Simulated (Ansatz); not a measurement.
The cluster B2H⁺. Charge 1, multiplicity 3. Geometry PBE0-D4/def2-TZVP, that of the neutral doublet; atoms count from 1.

```xyz
3

B    -0.084   -0.066    0.044
B     1.025    0.803   -0.535
H    -0.941   -0.737    0.491
```

The structure comes from a short search, and lower isomers may exist.

Question: Estimate the Mulliken populations from the PBE0/def2-TZVP orbitals of Ansatz.

Answer: 
| atom | charge (e) | spin (α − β) |
| --- | --- | --- |
| B1 | 0.35 | 0.58 |
| B2 | 0.41 | 1.43 |
| H3 | 0.24 | -0.01 |
Mulliken values depend strongly on the basis.

Question: Where does the spin sit?

Answer: Summed by element: B 2.01, H -0.01, of 2 unpaired in all. Largest on single atoms: B2 1.43, B1 0.58, H3 -0.01.

Question: And the Mayer bond orders between heavy atoms (over 0.3)?

Answer: B1–B2 1.53 (1.52 Å).
